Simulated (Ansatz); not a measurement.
A calculation with Ansatz (development build ahead of 0.2.0).

```yaml
crystal:
  periodic: [false, false, false]
  atoms:
    - { symbol: C, position_ang: [-0.0275, -0.2247, 1.2049] }
    - { symbol: "N", position_ang: [-0.0275, 0.5925, 0.0] }
    - { symbol: C, position_ang: [-0.0275, -0.2247, -1.2049] }
    - { symbol: H, position_ang: [0.7915, -0.9627, 1.2485] }
    - { symbol: H, position_ang: [0.0396, 0.4212, 2.0834] }
    - { symbol: H, position_ang: [-0.9722, -0.773, 1.2617] }
    - { symbol: H, position_ang: [0.8053, 1.1782, 0.0] }
    - { symbol: H, position_ang: [0.7915, -0.9627, -1.2485] }
    - { symbol: H, position_ang: [0.0396, 0.4212, -2.0834] }
    - { symbol: H, position_ang: [-0.9722, -0.773, -1.2617] }
basis:
  gaussian: { orbitals: pcseg-2 }
magnetization:
  spin_polarized: true
hamiltonian:
  xc: pbe0
```

The input is written out in the form of the current development build from the run's settings.

The run gave:

```yaml
Converged: yes
Total_energy: -135.04854 hartree
Spin_squared_of_the_determinant: 0.000
Stability_test: minimum
```
